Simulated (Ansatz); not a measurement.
**AlH2ClF− (SMILES [F][AlH2-][Cl]): methods side by side**

AlH2ClF− has 5 atoms, charge -1, and is taken as a singlet. As SMILES, `[F][AlH2-][Cl]`. The shape comes from GFN2-xTB, which is rough for such elements, and wasn't checked as a minimum.

```xyz
5

F    -1.1933    0.1142    1.2287
Al   -0.0869    0.0623   -0.0524
Cl    1.6539   -0.9929    0.5113
H    -0.7327   -0.7218   -1.2690
H     0.3590    1.5383   -0.4186
```

Each level gives the energy change with the F1–Al2 bond stretched from 1.693 to 2.540 Å (eV). The values are calculated.

| level | kind | program | value (eV) | less FCI/STO-3G |
| --- | --- | --- | --- | --- |
| HF/STO-3G (restricted) | Hartree–Fock | Ansatz | 5.33 | +1.06 |
| SVWN5/STO-3G (restricted) | LDA | Ansatz | 4.16 | -0.11 |
| BLYP/STO-3G (restricted) | GGA | Ansatz | 3.81 | -0.46 |
| r2SCAN/STO-3G (restricted) | meta-GGA | Ansatz | 4.10 | -0.17 |
| BHLYP/STO-3G (restricted) | global hybrid | Ansatz | 4.72 | +0.45 |
| HSE06/STO-3G (restricted) | range-separated hybrid | Ansatz | 4.28 | +0.01 |
| wB97X/STO-3G (restricted) | range-separated hybrid | Ansatz | 4.48 | +0.21 |
| RPA@PBE/STO-3G (restricted) | RPA | Ansatz | 3.74 | -0.53 |
| BCCD(T)/STO-3G (restricted) | coupled cluster or CI | Ansatz | 4.28 | +0.01 |
| FCI/STO-3G | exact in the basis | Ansatz | 4.27 | 0.00 |

FCI/STO-3G is exact within its basis and frozen core, so for wave-function methods in that basis the difference is their error; functionals converge differently with the basis, so for them it is only a difference. Spin-restricted single references rise too steeply as a bond breaks, Hartree–Fock most of all. Sets without diffuse functions describe the anion poorly. The first shape isn't each level's own minimum. The values span 3.74 to 5.33 eV. All rows use very small basis sets, so even the best lies far from the true value.
